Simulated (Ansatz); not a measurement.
# BH4: the cost of one run

Program: Ansatz 0.2.0, Gaussian basis. Level of theory: def2-QZVPP, all electrons in the functionals. These are calculated values, not measurements.

The runs, in order: PBE, BLYP, r2SCAN, B97M-V, PBE0, B3LYP, at charge 1, triplet; charge 0, doublet; charge 0, quartet; charge 1, singlet; charge 1, quintet.

2 further runs of the same task are left out: 2 set aside as unsound or not needed.

## (1) What is computed

The geometry is a PBE0/def2-TZVP stationary point (not a proven minimum).

5 atoms, charge 1, spin multiplicity 3.

Atoms are counted from 1 here; the program's logs count them from 0.

Bond lengths: B1–H2 1.256 Å, B1–H3 1.256 Å, B1–H4 1.256 Å, B1–H5 1.256 Å. Angles: H2–B1–H3 65.3°, H2–B1–H4 135.2°, H2–B1–H5 135.2°, H3–B1–H4 135.2°, H3–B1–H5 135.2°, H4–B1–H5 65.3°.

No dispersion term is added; B97M-V holds VV10 nonlocal correlation. B3LYP takes the VWN-RPA correlation.

The geometry shown and the zero of energy belong to the point charge 1, triplet. The yardstick, UCCSD(T), and other wave-function levels (R restricted, U unrestricted, valence and pair active spaces) come from earlier runs.

## (2) PBE, charge 1, triplet

File in.yaml:

```yaml
crystal:
  periodic: [false, false, false]
  atoms:
    - {symbol: B, position_ang: [0.000000, 0.000000, 0.000000]}
    - {symbol: H, position_ang: [0.472475, 0.486295, 1.057304]}
    - {symbol: H, position_ang: [-0.485791, -0.470884, 1.058245]}
    - {symbol: H, position_ang: [-0.471913, 0.471402, -1.064277]}
    - {symbol: H, position_ang: [0.485229, -0.486813, -1.051272]}
basis:
  gaussian: {orbitals: "def2-QZVPP.json"}
total_charge: 1
magnetization: {spin_polarized: true, initial_magnetization: 2}
hamiltonian: {xc: {name: PBE}}
output: {orbitals: {seedname: orbitals}}
```

Launch:

```
$ ansatz run in.yaml --threads 1 --pin off --events-out ev --progress --plain --max-ram 2393MiB
```

**Question.** How long does this run take on 1 thread of Arm Neoverse V1, shared host?

About 2.8 s.
